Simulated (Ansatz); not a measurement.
Born–Oppenheimer molecular dynamics of CH$_{5}$B (7 atoms, charge 0, multiplicity 1). It starts from a relaxed structure.

All numbers below come from RKS PBE-D4/def2-SVP (Ansatz).

| Quantity | Value |
| --- | --- |
| ensemble | NVE (velocity Verlet) |
| time step | 0.5 fs |
| steps asked | 250 |
| starting velocities drawn for | 1000 K |
| seed | 521969 |

First frame:

```xyz
7
Properties=species:S:1:pos:R:3
B 0.000 -0.018 0.021
C -0.012 -0.082 1.575
H -0.973 -0.380 2.039
H 0.838 -0.615 2.046
H 0.126 0.999 1.846
H 1.046 -0.096 -0.602
H -1.026 0.193 -0.605
```

Task: How far do the bonds stretch over the last three quarters of this one trajectory? (Pairs bonded in most of those frames.)

Result: 
```
 bond  mean (Å)  spread (Å)  shortest  longest
B1–C2     1.559       0.033      1.50     1.61
B1–H6     1.237       0.075      1.11     1.36
B1–H7     1.228       0.047      1.15     1.31
C2–H3     1.120       0.055      1.03     1.21
C2–H4     1.112       0.032      1.06     1.17
C2–H5     1.127       0.031      1.07     1.18
```

Mean temperature of the second half: 491 K. The conserved energy stayed within 0.94 meV per atom of its start (net change 0.56 meV per atom), so the integration is sound. Over the second half the temperature averaged 0.49 of the 1000 K drawn at the start: a run that starts near a minimum puts about half its kinetic energy into the potential. A run of 0.12 ps of so small a system gives no equilibrium averages.

Time of the run: 3 min on 1 thread of Arm Neoverse V2, with other jobs on the host, peak memory 0.084 GiB.
